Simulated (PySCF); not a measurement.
**H₅LiOSi, a complex of two parts: interaction energy**

Wanted: the interaction energy for `[LiH]` with `O[SiH3]`.

Computed with PySCF 2.14.0; each step states its level. No surroundings beyond the atoms listed, unless a continuum is named. Atoms count from 0, parts from 1.

## (1) Starting point

8 atoms, charge 0, multiplicity 1; geometry: GFN2-xTB. Parts: 1 = atoms 0–1, `[LiH]`, charge 0; 2 = atoms 2–7, `O[SiH3]`, charge 0.

## (2) Relaxing the molecule at PBE0-D3(BJ)/def2-SVPD

The job: settings as JSON, then the geometry in Å.

```
{"job": {"xc": "PBE0", "basis": "def2-SVPD", "d3": "d3bj", "grid": 2, "kind": "geom"}, "charge": 0, "multiplicity": 1, "parts": [{"atoms": "0-1", "charge": 0, "multiplicity": 1}, {"atoms": "2-7", "charge": 0, "multiplicity": 1}]}
Li    -0.439257    -1.302421     0.224114
H      0.022332    -0.041037     0.616515
O     -0.834698    -2.745222    -0.900546
Si    -1.448074    -3.862915     0.132337
H     -0.832117    -2.954772    -1.831345
H     -0.706072    -5.104819    -0.040976
H     -1.217602    -3.235767     1.422718
H     -2.861567    -4.043903    -0.172078
```

The run is started by

```console
$ OMP_NUM_THREADS=1 python cluster_run.py task.json out
```

The driver reads the jobs from task.json and runs them one after another.

**Question.** The jobs that follow are: CCSD(T)/aug-cc-pVDZ and MP2/aug-cc-pVTZ counterpoise interaction energy, frozen core, gas phase. Predict: point group; rotational constants (main isotopes); interaction energy, CCSD(T) limit estimate; MP2/aug-cc-pVTZ; T1 diagnostic.

As calculated:

```
                                  quantity                  value
                               point group                     C1
      rotational constants (main isotopes)  33.63, 5.41, 4.94 GHz
interaction energy, CCSD(T) limit estimate        -16.42 kcal/mol
                           MP2/aug-cc-pVTZ        -16.16 kcal/mol
                             T1 diagnostic                 0.0111
```

What this shows: Over 9 steps the energy fell by 0.447 eV; of the close pairs, Li0–Si3 changed most, 2.754 to 3.272 Å. No frequency check was run at this level, so the end point may be a saddle. The interaction energy leaves out the deformation of the parts, 0.89 kcal/mol (MP2); added to the CCSD(T) estimate it gives a binding of about -15.54 kcal/mol. The estimate adds CCSD(T) less MP2 in the small basis (-0.17 kcal/mol) to extrapolated MP2. Hartree-Fock gives -17.46 against -16.42 kcal/mol, so correlation weakens the interaction of the frozen parts.
